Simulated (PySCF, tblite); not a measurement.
# C2H4F2O: infrared bands, NMR shifts and spin-spin couplings

Aim: predict the infrared bands, NMR shifts and spin-spin couplings of C2H4F2O (`COC(F)F`).

The runs use tblite 0.8.0 and PySCF 2.14.0, with density-fitted response routines of our own; the level of theory stands in each step. All values are computed, except where a source is named. Atoms count from 0, in the outputs and in this text.

### Step 1. Starting geometry

9 atoms, charge 0, multiplicity 1; geometry from: GFN2-xTB.

Bonds of the start (Å): C0–O1 1.42, O1–C2 1.35, C2–F3 1.36, C2–F4 1.34, C0–H5 1.09, C0–H6 1.09, C0–H7 1.09, C2–H8 1.11.

### Step 2. Harmonic vibrations with GFN2-xTB

Job settings and geometry (Å):

```
{"job": {"kind": "ir", "xc": "GFN2-xTB", "basis": "xTB"}, "charge": 0, "multiplicity": 1}
C      1.173716    -0.193390     0.198479
O     -0.153136    -0.637599     0.440327
C     -1.105592     0.141797    -0.103701
F     -1.156817     0.007809    -1.459957
F     -2.297350    -0.253967     0.354662
H      1.405541    -0.219644    -0.869148
H      1.317363     0.821751     0.581805
H      1.816074    -0.887613     0.732940
H     -0.986238     1.226848     0.099414
```

**Question.** This job is followed by: GIAO PBE0/pcSseg-1 NMR shielding, non-relativistic, gas phase; B3LYP/pcJ-1 indirect spin-spin coupling, non-relativistic, gas phase. Predict these results of the whole session: strongest single infrared mode (GFN2-xTB); zero-point energy (GFN2-xTB); ¹³C shifts against TMS (PBE0/pcSseg-1); ¹H shifts against TMS (PBE0/pcSseg-1, means over atoms taken as alike); ¹⁷O shifts against H2O (PBE0/pcSseg-1); ¹⁹F shifts against CFCl3 (PBE0/pcSseg-1, means over atoms taken as alike); largest coupling of the table (B3LYP/pcJ-1).

The runs gave:

```
                                                                 quantity                     value
                                strongest single infrared mode (GFN2-xTB)      962 cm⁻¹, 242 km/mol
                                             zero-point energy (GFN2-xTB)             39.0 kcal/mol
                                   ¹³C shifts against TMS (PBE0/pcSseg-1)           126.4, 56.1 ppm
   ¹H shifts against TMS (PBE0/pcSseg-1, means over atoms taken as alike)            6.19, 3.75 ppm
                                   ¹⁷O shifts against H2O (PBE0/pcSseg-1)                  89.6 ppm
¹⁹F shifts against CFCl3 (PBE0/pcSseg-1, means over atoms taken as alike)                -101.9 ppm
                              largest coupling of the table (B3LYP/pcJ-1)  ¹J(C,F) C2–F3, -317.6 Hz
```

All 21 modes are real, so the xTB geometry is a minimum. The strongest single mode, at 962 cm⁻¹, moves mainly C2. Unscaled tight-binding wavenumbers are off by several per cent, some by more. Its intensities can rank the bands wrongly. The most deshielded hydrogen is H8 (hydrogen on an sp3 CH bonded to 2 F and O), at 6.19 ppm: its carbon carries F and O, hence the downfield position. At PBE0/pcSseg-1: The widest tensor belongs to F3, F4: span 162 ppm, with a paramagnetic part of -199 ppm. Of the pairs tabulated at B3LYP/pcJ-1, C2–F3 (mean over like pairs) couples most strongly (-317.6 Hz; Fermi contact -304.3 Hz). Couplings across rotatable bonds belong to this one conformer; where others are populated, the observed values are averages. Density functionals describe couplings to fluorine poorly, F–F couplings above all, so those rows are rough.
